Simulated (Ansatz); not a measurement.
# BH₄+ (singlet): wave-function methods side by side, cc-pVTZ

An exercise on one series of results from a longer session: the logs are not shown, and one member is left open.

Program: Ansatz 0.2.0, Gaussian basis. Level of theory: cc-pVTZ, core rule «outside noble gas», up to 1 orbitals frozen. These are calculated values, not measurements.

To be run: UHF; CCSD(T) on RHF; CCSD(T) on UHF; BCCD(T) on RHF; CCSDT(Q) on RHF; CCSDT(Q) on UHF; CASSCF and MRCISD+Q, 6 electrons in 8 orbitals; CASSCF and NEVPT2, 6 electrons in 8 orbitals.

4 further runs of the same task are left out: 4 set aside as unsound or not needed.

## The geometry

The geometry is a PBE0/def2-TZVP stationary point (not a proven minimum) of the parent state, kept for this charge and spin.

5 atoms, charge 1, spin multiplicity 1.

Atoms are counted from 1 here; the program's logs count them from 0.

Bond lengths: B1–H2 1.256 Å, B1–H3 1.256 Å, B1–H4 1.256 Å, B1–H5 1.256 Å. Angles: H2–B1–H3 65.3°, H2–B1–H4 135.2°, H2–B1–H5 135.2°, H3–B1–H4 135.2°, H3–B1–H5 135.2°, H4–B1–H5 65.3°.

Geometry (Å):

| atom | x (Å) | y (Å) | z (Å) |
| --- | --- | --- | --- |
| B1 | 0.0000 | 0.0000 | 0.0000 |
| H2 | 0.4725 | 0.4863 | 1.0573 |
| H3 | -0.4858 | -0.4709 | 1.0582 |
| H4 | -0.4719 | 0.4714 | -1.0643 |
| H5 | 0.4852 | -0.4868 | -1.0513 |

Set-up of the first run:

Input file in.yaml:

```yaml
crystal:
  periodic: [false, false, false]
  atoms:
    - {symbol: B, position_ang: [0.000000, 0.000000, 0.000000]}
    - {symbol: H, position_ang: [0.472475, 0.486295, 1.057304]}
    - {symbol: H, position_ang: [-0.485791, -0.470884, 1.058245]}
    - {symbol: H, position_ang: [-0.471913, 0.471402, -1.064277]}
    - {symbol: H, position_ang: [0.485229, -0.486813, -1.051272]}
basis:
  gaussian: {orbitals: cc-pVTZ}
total_charge: 1
magnetization: {spin_polarized: true, initial_magnetization: 0}
hamiltonian: {xc: hf}
output: {orbitals: {seedname: orbitals}}
```

Run with:

```sh
$ ansatz run in.yaml --threads 1 --pin off --events-out ev --progress --plain --max-ram 4096MiB --backend cpu
```

Steps of the session up to this table: UHF; CCSD(T) on RHF; CCSD(T) on UHF; BCCD(T) on RHF; CCSDT(Q) on RHF; CCSDT(Q) on UHF; CASSCF and MRCISD+Q, 6 electrons in 8 orbitals; CASSCF and NEVPT2, 6 electrons in 8 orbitals.

One of the session's tables, all rows but one given; the rest of the session is left out.

| method | from RCCSDT(Q) (kcal/mol) |
| --- | --- |
| RHF | +126.75 |
| UHF | +76.79 |
| RMP2 | +39.86 |
| UMP2 | +12.51 |
| RCCSD | +15.13 |
| UCCSD | -1.87 |
| RCCSD(T) | +6.11 |
| UCCSD(T) | -3.98 |
| BCCD(T) | +6.02 |
| RCCSDT | +0.90 |
| UCCSDT | -6.88 |
| RCCSDT(Q) | 0 |
| UCCSDT(Q) | ? |
| CASSCF valence | +52.13 |
| NEVPT2 valence | +11.78 |
| MRCISD valence | +2.41 |
| MRCISD+Q valence | +0.76 |

**Question.** Estimate the row for UCCSDT(Q).

As computed: from RCCSDT(Q) (kcal/mol): -7.92. In the column «from RCCSDT(Q) (kcal/mol)» it is the lowest.

To keep in mind: The determinant is far from a pure spin state, so its energy mixes those of several spin states (harmless only where they are near-degenerate, as at dissociation). The report flags that the cluster equations may have other roots. The program flags RCCSD(T), UCCSD(T), RCCSDT(Q), UCCSDT(Q) as in doubt, so the zero of the table is itself unsure. Warnings: restricted reference is unstable; spin contamination; large T1 diagnostic. Restricted and unrestricted rows rest on different reference determinants; where their highest levels disagree by more than a few hundredths of an eV, they describe different states and don't form one ladder.
